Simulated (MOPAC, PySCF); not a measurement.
BF₃, SMILES `FB(F)F`, neutral singlet in the gas phase. 

Cartesian coordinates (Å):
SMILES: FB(F)F
```xyz
4

F      1.2008    -0.5262     0.0147
B      0.0000     0.0000     0.0000
F     -1.0561    -0.7769    -0.0129
F     -0.1447     1.3031    -0.0018
```
Charge 0, spin multiplicity 1.

All levels are single points at this geometry (PBE0-D4/def2-TZVP); Pople sets use spherical d functions. Orbital energies aren't observables, and empty levels follow the basis.

```json
[
 {"level": "B3LYP-D3(BJ)/def2-TZVP in PySCF", "HOMO (eV)": "-11.89", "LUMO (eV)": "0.05", "gap (eV)": "11.94", "dipole (D)": "0.00", "vertical IE, Delta-SCF (eV)": "–"},
 {"level": "PBE0-D4/def2-TZVP in PySCF", "HOMO (eV)": "-12.22", "LUMO (eV)": "0.46", "gap (eV)": "12.68", "dipole (D)": "0.00", "vertical IE, Delta-SCF (eV)": "–"},
 {"level": "B3LYP/3-21G in PySCF", "HOMO (eV)": "-11.02", "LUMO (eV)": "0.93", "gap (eV)": "11.95", "dipole (D)": "0.00", "vertical IE, Delta-SCF (eV)": "–"},
 {"level": "HF/3-21G in PySCF", "HOMO (eV)": "-17.62", "LUMO (eV)": "5.10", "gap (eV)": "22.73", "dipole (D)": "0.00", "vertical IE, Delta-SCF (eV)": "–"},
 {"level": "HF/STO-3G in PySCF", "HOMO (eV)": "-13.03", "LUMO (eV)": "9.29", "gap (eV)": "22.32", "dipole (D)": "0.00", "vertical IE, Delta-SCF (eV)": "–"},
 {"level": "PM3 in MOPAC", "HOMO (eV)": "-17.24", "LUMO (eV)": "-0.54", "gap (eV)": "16.70", "dipole (D)": "0.00", "vertical IE, Delta-SCF (eV)": "–"}
]
```
